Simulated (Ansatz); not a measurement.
## Sc3I2: from a trial structure to a relaxed crystal

Theory: DFT PBE, scalar-relativistic, plane waves, PAW in Ansatz. Cutoff 420 eV, Γ-centred k mesh, Gaussian smearing, no spin polarisation in the final step.

The start puts Sc3I2 on the anti-corundum structure type (R-3c, No. 167), with I in place of Al, Sc in place of O, at a guessed volume.

```
CELL_PARAMETERS angstrom
3.58707 2.07100 6.52901
-3.58707 2.07100 6.52901
0.00000 -4.14199 6.52901
ATOMIC_POSITIONS crystal
Sc 0.05625 0.44375 0.75000
Sc 0.75000 0.05625 0.44375
Sc 0.44375 0.75000 0.05625
Sc 0.94375 0.55625 0.25000
Sc 0.25000 0.94375 0.55625
Sc 0.55625 0.25000 0.94375
I 0.85218 0.85218 0.85218
I 0.64782 0.64782 0.64782
I 0.14782 0.14782 0.14782
I 0.35218 0.35218 0.35218
```

Cell and atoms relax at zero pressure; the relaxation can't lower the symmetry of the start. After a coarse first stage the cell is made exact in the group found at 0.06 Å.

The zero of energy is the elements' standard structures at the same level; no fitted shifts are applied.

(1) Which crystal results?

(2) What are its volume, energy, density and gap?

Answers

(1) It keeps R-3c (No. 167). The result has the corundum structure. Conventional cell: a = 7.192 Å, c = 18.990 Å. Sc is coordinated by 4 I at 2.81–2.90 Å; around I lie 6 Sc at 2.81–2.90 Å.

Space group R-3c:H (No. 167). a = 7.192 Å, b = 7.192 Å, c = 18.990 Å, α = 90.00°, β = 90.00°, γ = 120.00°
| atom | site | symmetry | x | y | z |
| --- | --- | --- | --- | --- | --- |
| Sc | 18e | .2 | 0.3110 | 0.0000 | 0.2500 |
| I | 12c | 3. | 0.0000 | 0.0000 | 0.3473 |

(2) The volume per atom is 28.36 Å³. The density is 4.55 g/cm³, the energy over the elements is -0.03 eV/atom and the gap on the 6×6×6 mesh is 0 eV (a metal).

The final run used a 6×6×6 mesh on its 10-atom cell and 0.10 eV smearing. The k mesh leaves about 4 meV/atom of noise in metals. Spin–orbit coupling is left out. A structure relaxed within its symmetry needn't be a true minimum.

Cost: 3 runs of about 5.7 core-minutes in all, on Arm Neoverse V1 (shared hosts).